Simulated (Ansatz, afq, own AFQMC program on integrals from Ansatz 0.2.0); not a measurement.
# BH4+ (triplet): AFQMC on the coupled-cluster ladder at scale of all distances = 1.492, cc-pVDZ, part 2 of 2

Ansatz 0.2.0, Gaussian basis, and an in-house AFQMC program (afq) on its integrals; all values are calculated; cc-pVDZ, frozen cores. The steps go on from the part before.

## Step 14: Phaseless AFQMC, CISD trial on UHF

It reads the integrals that the CCSD(T) run on this determinant wrote.

On the command line:

```console
afq ham --method phaseless --trial cisd --walkers 4000 --populations 20 --least-time 60 --time-step 0.005 --steps-per-block 50 --equilibration-blocks 40 --max-blocks 4000 --target-error 0.00029 --factor-cut 1e-05 --start spin_pure --seed 5492 --release-times 0.24,0.51,0.99,1.62,2.4 --release-step 0.03 --release-every 3 --taylor-order 6
```

Output:

```text
orbitals 33  electrons 4 2  factors 238 of 319
reference energy -26.28287277 Eh
CCSD correlation -0.12221979 Eh in 14 cycles, weight of the determinant in the CISD state 0.7881
energy of the start -26.399129 Eh
 block  time / (1/Eh)  mean weight  energy / Eh
     1     0.250  1.0002  -26.400479
     2     0.500  1.0000  -26.402104
     3     0.750  0.9999  -26.403453
     4     1.000  0.9999  -26.404689
     5     1.250  0.9999  -26.405705
     6     1.500  0.9999  -26.406668
     7     1.750  0.9998  -26.407206
     8     2.000  0.9999  -26.407738
     9     2.250  0.9999  -26.408211
    10     2.500  1.0000  -26.408319
    11     2.750  1.0000  -26.408865
    13     3.250  0.9999  -26.409491
    15     3.750  0.9998  -26.409667
    17     4.250  1.0001  -26.409762
    19     4.750  1.0001  -26.410211
    21     5.250  1.0001  -26.410044
    23     5.750  0.9998  -26.409756
    25     6.250  0.9998  -26.410400
    27     6.750  1.0001  -26.410589
    29     7.250  1.0000  -26.410318
    31     7.750  1.0000  -26.410778
    33     8.250  1.0000  -26.411099
    35     8.750  0.9999  -26.410584
    37     9.250  0.9997  -26.410395
    39     9.750  1.0000  -26.411487
    41    10.250  0.9999  -26.410857
    43    10.750  1.0001  -26.411290
    45    11.250  1.0000  -26.410768
    47    11.750  0.9998  -26.410649
    49    12.250  1.0001  -26.410685
    51    12.750  1.0001  -26.410675
    53    13.250  1.0000  -26.410554
    55    13.750  1.0001  -26.410404
    57    14.250  0.9998  -26.411030
    59    14.750  1.0002  -26.410415
    61    15.250  1.0002  -26.410764
    63    15.750  0.9999  -26.410562
    65    16.250  1.0001  -26.410682
    67    16.750  1.0000  -26.410731
    69    17.250  0.9998  -26.410988
    71    17.750  0.9999  -26.410391
    73    18.250  0.9996  -26.410149
    75    18.750  1.0003  -26.410367
    77    19.250  1.0000  -26.410412
    79    19.750  1.0000  -26.409759
    81    20.250  1.0000  -26.410533
    83    20.750  0.9999  -26.410781
    85    21.250  1.0000  -26.410498
    87    21.750  1.0000  -26.410310
    89    22.250  0.9998  -26.409980
error from the spread of 20 populations
released: time / (1/Eh)  energy / Eh  error  mean overlap
  0.24  -26.410921  0.000162  0.9989
  0.51  -26.411155  0.000146  0.9975
  0.99  -26.411443  0.000129  0.9955
  1.62  -26.411919  0.000103  0.9926
  2.40  -26.412492  0.000225  0.9906
energy -26.410579 +/- 0.000149 Eh
```

Wall time 62 s (1 × NVIDIA H100 80GB HBM3 with 2 threads of AMD EPYC 7R13 (Zen 3), shared host); peak host memory 1.5 GiB.

Energy -718.6685 ± 0.0041 eV. Caveats: constraint bias not in the error.

## Step 15: CCSD(T) on ROHF

File in.yaml:

```yaml
crystal:
  periodic: [false, false, false]
  atoms:
    - {symbol: B, position_ang: [0.000000, 0.000000, 0.000000]}
    - {symbol: H, position_ang: [0.704932, 0.725552, 1.577498]}
    - {symbol: H, position_ang: [-0.724800, -0.702559, 1.578902]}
    - {symbol: H, position_ang: [-0.704094, 0.703332, -1.587902]}
    - {symbol: H, position_ang: [0.723961, -0.726325, -1.568498]}
basis:
  gaussian: {orbitals: cc-pVDZ}
total_charge: 1
magnetization: {spin_polarized: false, initial_magnetization: 2}
correlation: {method: ccsd_t, electrons: outside_noble_gas, hamiltonian_folder: ham}
```

On the command line:

```console
ansatz run in.yaml --threads 1 --pin off --events-out ev --progress --plain --max-ram 24576MiB --backend cuda --devices 0, --max-vram 18GiB
```

Output, shortened:

```text
Functional definition: HF
  name "HF"
  cite "Fock, Z. Phys. 61, 126 (1930) doi:10.1007/BF01340294"
  parent pbe
[...]
319 factors; integrals over basis functions are off by at most 1.1e-3 eV
[...]
mean field -714.58834663 eV, -26.2606373732 hartree, gradient 7.9e-7 eV, S^2 2.000000; 5 other end points of the search recorded, 0 dependent functions left out
determinant -714.58834663 eV, -26.2606373732 hartree, with singles and doubles -718.55213612 eV, -26.4063039501 hartree
determinant -711.93076094 eV, -26.1629729005 hartree, with singles and doubles -716.29178806 eV, -26.3232376913 hartree
determinant -711.51236990 eV, -26.1475973135 hartree, with singles and doubles -716.61041116 eV, -26.3349468741 hartree
1 core orbitals not correlated: weight in the atoms' cores, before any rotation towards them, 1.000 or more for the frozen orbitals, at most 0.000 for the correlated occupied ones
reference -714.58834663 eV, -26.2606373732 hartree; 4, 2 occupied and 29, 31 virtual orbitals, 319 factors
second order -2.71683614 eV of doubles, -0.16415654 eV of singles
cycle   1  -3.87647588 eV  change   -9.3e-2 eV  update   2.0e-2
[...]
cycle  10  -3.88831813 eV  change   -2.7e-6 eV  update   3.4e-6
perturbative correction -0.17174840 eV, -0.0063116375 hartree
Total energy: -718.64841316 eV, -26.4098420663 hartree
```

It took 16 s on 1 × NVIDIA H100 80GB HBM3 with 1 thread of AMD EPYC 7R13 (Zen 3), shared host; peak host memory 1.5 GiB.

From the report: correlation -4.0601 eV; T1 0.030; largest double amplitude 0.13.

This run also writes the integrals to the folder ham.

## Step 16: Full CI

File in.yaml:

```yaml
hamiltonian:
  integrals:
    folder: ../ham
correlation: {method: fci}
```

Same command.

Output:

```text
Functional definition: HF
  name "HF"
  cite "Fock, Z. Phys. 61, 126 (1930) doi:10.1007/BF01340294"
  parent pbe
  exchange = exact_x
  correlation = 0
reference -714.58834663 eV, -26.2606373732 hartree; 4, 2 occupied and 29, 31 virtual orbitals, 319 factors
state -718.73421479 eV, -26.4129952181 hartree
Total energy: -718.73421479 eV, -26.4129952181 hartree
```

Wall time 38 s (1 × NVIDIA H100 80GB HBM3 with 1 thread of AMD EPYC 7R13 (Zen 3), shared host); peak host memory 1.5 GiB.

From the report: 5,405,800 determinants.

## Step 17: CCSDT(Q) on ROHF

File in.yaml:

```yaml
crystal:
  periodic: [false, false, false]
  atoms:
    - {symbol: B, position_ang: [0.000000, 0.000000, 0.000000]}
    - {symbol: H, position_ang: [0.704932, 0.725552, 1.577498]}
    - {symbol: H, position_ang: [-0.724800, -0.702559, 1.578902]}
    - {symbol: H, position_ang: [-0.704094, 0.703332, -1.587902]}
    - {symbol: H, position_ang: [0.723961, -0.726325, -1.568498]}
basis:
  gaussian: {orbitals: cc-pVDZ}
total_charge: 1
magnetization: {spin_polarized: false, initial_magnetization: 2}
correlation: {method: ccsdt_q, electrons: outside_noble_gas}
```

Same command.

Output, shortened:

```text
Functional definition: HF
  name "HF"
  cite "Fock, Z. Phys. 61, 126 (1930) doi:10.1007/BF01340294"
  parent pbe
[...]
636 factors; integrals over basis functions are off by at most 1.2e-7 eV
[...]
mean field -714.58835835 eV, -26.2606378039 hartree, gradient 7.9e-7 eV, S^2 2.000000; 5 other end points of the search recorded, 0 dependent functions left out
determinant -714.58835835 eV, -26.2606378039 hartree, with singles and doubles -718.55216196 eV, -26.4063049000 hartree
determinant -711.93077645 eV, -26.1629734705 hartree, with singles and doubles -716.29180181 eV, -26.3232381965 hartree
determinant -711.51237912 eV, -26.1475976523 hartree, with singles and doubles -716.61038732 eV, -26.3349459979 hartree
1 core orbitals not correlated: weight in the atoms' cores, before any rotation towards them, 1.000 or more for the frozen orbitals, at most 0.000 for the correlated occupied ones
reference -714.58835835 eV, -26.2606378039 hartree; 4, 2 occupied and 29, 31 virtual orbitals, 636 factors
second order -2.71685829 eV of doubles, -0.16415716 eV of singles
cycle   1  -3.44426712 eV  change   -5.6e-1 eV  update   9.2e-2
[...]
cycle  19  -4.13791509 eV  change    2.8e-7 eV  update   1.5e-7
perturbative correction -0.00614212 eV, -0.0002257187 hartree
Total energy: -718.73241556 eV, -26.4129290974 hartree
```

Run time: 16 s. Hardware: 1 × NVIDIA H100 80GB HBM3 with 1 thread of AMD EPYC 7R13 (Zen 3), shared host; peak host memory 1.5 GiB.

From the report: correlation -4.1441 eV; T1 0.031; largest double amplitude 0.17.

## Step 18: CCSDTQ on ROHF

in.yaml: that of step 17 with these lines changed.

```diff
@@ -12,2 +12,2 @@
 magnetization: {spin_polarized: false, initial_magnetization: 2}
-correlation: {method: ccsdt_q, electrons: outside_noble_gas}
+correlation: {method: ccsdtq, electrons: outside_noble_gas}
```

Launched as before.

Output, shortened:

```text
Functional definition: HF
  name "HF"
  cite "Fock, Z. Phys. 61, 126 (1930) doi:10.1007/BF01340294"
  parent pbe
[...]
636 factors; integrals over basis functions are off by at most 1.2e-7 eV
[...]
mean field -714.58835835 eV, -26.2606378039 hartree, gradient 7.9e-7 eV, S^2 2.000000; 5 other end points of the search recorded, 0 dependent functions left out
determinant -714.58835835 eV, -26.2606378039 hartree, with singles and doubles -718.55216196 eV, -26.4063049000 hartree
determinant -711.93077645 eV, -26.1629734705 hartree, with singles and doubles -716.29180181 eV, -26.3232381965 hartree
determinant -711.51237912 eV, -26.1475976523 hartree, with singles and doubles -716.61038732 eV, -26.3349459979 hartree
1 core orbitals not correlated: weight in the atoms' cores, before any rotation towards them, 1.000 or more for the frozen orbitals, at most 0.000 for the correlated occupied ones
reference -714.58835835 eV, -26.2606378039 hartree; 4, 2 occupied and 29, 31 virtual orbitals, 636 factors
second order -2.71685829 eV of doubles, -0.16415716 eV of singles
cycle   1  -3.44426712 eV  change   -5.6e-1 eV  update   9.2e-2
[...]
cycle  20  -4.14605988 eV  change    1.5e-7 eV  update   3.1e-7
Total energy: -718.73441823 eV, -26.4130026941 hartree
```

It took 22 s on 1 × NVIDIA H100 80GB HBM3 with 1 thread of AMD EPYC 7R13 (Zen 3), shared host; peak host memory 1.5 GiB.

From the report: correlation -4.1461 eV; T1 0.031; largest double amplitude 0.17.

## Step 19: Phaseless AFQMC, CISD trial on ROHF

It reads the integrals that the CCSD(T) run on this determinant wrote.

On the command line:

```console
afq ham --method phaseless --trial cisd --walkers 4000 --populations 20 --least-time 60 --time-step 0.005 --steps-per-block 50 --equilibration-blocks 40 --max-blocks 4000 --target-error 0.00029 --factor-cut 1e-05 --start spin_pure --seed 5492 --release-times 0.24,0.51,0.99,1.62,2.4 --release-step 0.03 --release-every 3 --taylor-order 6
```

Output:

```text
orbitals 33  electrons 4 2  factors 238 of 319
reference energy -26.26063737 Eh
CCSD correlation -0.14289270 Eh in 12 cycles, weight of the determinant in the CISD state 0.8475
energy of the start -26.403526 Eh
 block  time / (1/Eh)  mean weight  energy / Eh
     1     0.250  1.0000  -26.402498
     2     0.500  0.9999  -26.402915
     3     0.750  0.9998  -26.403718
     4     1.000  0.9999  -26.404528
     5     1.250  0.9999  -26.405473
     6     1.500  0.9999  -26.406346
     7     1.750  0.9998  -26.407055
     8     2.000  0.9999  -26.407398
     9     2.250  0.9997  -26.407866
    10     2.500  1.0000  -26.408283
    11     2.750  0.9999  -26.408378
    13     3.250  0.9999  -26.408854
    15     3.750  0.9999  -26.408928
    17     4.250  1.0001  -26.409124
    19     4.750  1.0000  -26.409928
    21     5.250  1.0001  -26.409914
    23     5.750  1.0000  -26.410053
    25     6.250  1.0001  -26.410022
    27     6.750  1.0000  -26.409403
    29     7.250  1.0000  -26.408905
    31     7.750  1.0001  -26.410162
    33     8.250  1.0000  -26.410067
    35     8.750  1.0001  -26.411019
    37     9.250  1.0000  -26.409814
    39     9.750  1.0001  -26.409860
    41    10.250  0.9999  -26.409645
    43    10.750  1.0004  -26.409341
    45    11.250  1.0001  -26.409967
    47    11.750  1.0001  -26.409802
    49    12.250  1.0000  -26.409448
    51    12.750  1.0002  -26.410061
    53    13.250  1.0000  -26.409166
    55    13.750  1.0000  -26.409835
    57    14.250  1.0001  -26.410128
    59    14.750  1.0002  -26.410310
    61    15.250  1.0003  -26.409956
    63    15.750  1.0001  -26.409661
    65    16.250  1.0002  -26.410031
    67    16.750  1.0000  -26.409837
    69    17.250  1.0001  -26.410345
    71    17.750  1.0000  -26.410146
    73    18.250  0.9999  -26.410408
    75    18.750  1.0005  -26.410804
    77    19.250  1.0000  -26.410776
    79    19.750  1.0001  -26.409840
    81    20.250  0.9998  -26.409966
    83    20.750  0.9999  -26.409775
    85    21.250  0.9999  -26.410772
    87    21.750  1.0001  -26.410293
    89    22.250  0.9998  -26.409794
error from the spread of 20 populations
released: time / (1/Eh)  energy / Eh  error  mean overlap
  0.24  -26.410280  0.000152  0.9970
  0.51  -26.410391  0.000138  0.9975
  0.99  -26.410670  0.000172  0.9971
  1.62  -26.411370  0.000135  0.9959
  2.40  -26.411554  0.000151  0.9986
energy -26.409971 +/- 0.000199 Eh
```

It took 37 s on 1 × NVIDIA H100 80GB HBM3 with 2 threads of AMD EPYC 7R13 (Zen 3), shared host; peak host memory 1.5 GiB.

Energy -718.6519 ± 0.0054 eV. Caveats: constraint bias not in the error.

## Step 20: Phaseless AFQMC, CISD trial on ROHF (settings varied)

It reads the integrals that the CCSD(T) run on this determinant wrote.

On the command line:

```console
afq ham --method phaseless --trial cisd --walkers 40 --populations 1 --least-time 40 --time-step 0.0025 --steps-per-block 25 --equilibration-blocks 48 --max-blocks 5 --target-error 0.00116 --factor-cut 1e-06 --start spin_pure --seed 2734 --taylor-order 8
```

Output:

```text
orbitals 33  electrons 4 2  factors 265 of 319
reference energy -26.26063737 Eh
CCSD correlation -0.14289300 Eh in 12 cycles, weight of the determinant in the CISD state 0.8475
energy of the start -26.403526 Eh
 block  time / (1/Eh)  mean weight  energy / Eh
     1     0.062  1.0000  -26.403112
     2     0.125  0.9998  -26.402770
     3     0.188  1.0007  -26.402599
     4     0.250  0.9999  -26.402488
     5     0.312  1.0000  -26.402636
     6     0.375  1.0007  -26.402481
     7     0.438  0.9996  -26.402862
     8     0.500  0.9993  -26.402681
     9     0.562  1.0003  -26.402988
    10     0.625  0.9999  -26.403236
    11     0.688  0.9987  -26.403343
    12     0.750  1.0006  -26.404226
    13     0.812  1.0000  -26.405567
    14     0.875  0.9995  -26.405274
    15     0.938  1.0013  -26.405412
    16     1.000  1.0002  -26.404728
    17     1.062  0.9999  -26.404652
    18     1.125  1.0006  -26.403717
    19     1.188  1.0004  -26.404168
    20     1.250  1.0005  -26.405242
    21     1.312  1.0007  -26.407015
    22     1.375  0.9999  -26.407422
    23     1.438  0.9996  -26.407936
    24     1.500  1.0003  -26.406916
    25     1.562  0.9991  -26.405988
    26     1.625  0.9994  -26.405286
    27     1.688  0.9997  -26.406392
    28     1.750  1.0000  -26.406414
    29     1.812  1.0000  -26.407510
    30     1.875  1.0003  -26.407707
    31     1.938  0.9995  -26.409114
    32     2.000  1.0006  -26.409973
    33     2.062  1.0000  -26.419020
    34     2.125  1.0004  -26.417486
    35     2.188  1.0010  -26.413443
    36     2.250  1.0002  -26.413531
    37     2.312  1.0016  -26.413795
    38     2.375  0.9993  -26.411524
    39     2.438  0.9994  -26.411164
    40     2.500  1.0000  -26.414542
    41     2.562  1.0003  -26.414105
    42     2.625  1.0014  -26.415583
    43     2.688  0.9998  -26.413880
    44     2.750  1.0010  -26.415699
    45     2.812  0.9989  -26.415937
    46     2.875  0.9997  -26.413748
    47     2.938  1.0003  -26.410396
    48     3.000  0.9997  -26.410175
    49     3.062  0.9999  -26.408766
    50     3.125  1.0003  -26.412112
    51     3.188  0.9994  -26.412813
    52     3.250  1.0022  -26.399469
    53     3.312  1.0018  -26.401989
no energy: too few blocks
```

Wall time 5.6 s (1 × NVIDIA H100 80GB HBM3 with 2 threads of AMD EPYC 7R13 (Zen 3), shared host); peak host memory 1.5 GiB.

No energy. The run doesn't count as converged.

## Step 21: All levels side by side

The full CI on restricted orbitals is not used as the yardstick for these unrestricted rows.

On the UHF determinant, counted from CCSDTQ (a yardstick, not exact):

| level | energy (eV) | from CCSDTQ (meV) | statistical error (meV) | time |
| --- | --- | --- | --- | --- |
| HF | -715.1934 | +3540.9 |  |  |
| MP2 | -717.1703 | +1564.0 |  |  |
| CCSD | -718.5192 | +215.1 |  |  |
| CCSD(T) | -718.6537 | +80.6 |  |  |
| CCSDT(Q) | -718.7354 | -1.1 |  |  |
| CCSDTQ | -718.7343 | 0.0 |  |  |
| Phaseless AFQMC, CISD trial, step 0.005, 4000 walkers | -718.6685 | +65.9 | 4.1 | 62 s |

On the ROHF determinant, counted from full CI (exact for this spin and basis):

| level | energy (eV) | from full CI (meV) | statistical error (meV) | time |
| --- | --- | --- | --- | --- |
| HF | -714.5883 | +4145.8 |  |  |
| MP2 | -717.4693 | +1264.8 |  |  |
| CCSD | -718.4767 | +257.5 |  |  |
| CCSD(T) | -718.6484 | +85.8 |  |  |
| CCSDT(Q) | -718.7324 | +1.8 |  |  |
| CCSDTQ | -718.7344 | -0.2 |  |  |
| full CI | -718.7342 | 0.0 |  |  |
| Phaseless AFQMC, CISD trial, step 0.005, 4000 walkers | -718.6519 | +82.3 | 5.4 | 37 s |

The functionals' totals stand on their own zeros and serve differences with other points: PBE -720.400 eV; r2SCAN -720.952 eV; PBE0 -720.200 eV; B3LYP -721.728 eV; wB97M-V -720.204 eV; B2PLYP -720.021 eV.

## Step 22: What came out

This closing draws on all 2 parts.

```
                                        quantity            value
                      CCSD(T) on UHF from CCSDTQ        +80.6 meV
  Phaseless AFQMC, CISD trial on UHF from CCSDTQ  +65.9 ± 4.1 meV
                    CCSD(T) on ROHF from full CI        +85.8 meV
Phaseless AFQMC, CISD trial on ROHF from full CI  +82.3 ± 5.4 meV
```

**Reading.** On UHF the phaseless walk with the CISD trial lies +65.9 meV from CCSDTQ, 16 times its error bar. On ROHF the phaseless walk with the CISD trial lies +82.3 meV from full CI, 15 times its error bar: mostly the bias of the constraint. Error bars are statistical and leave out the constraint, the time step and what remains of the start.
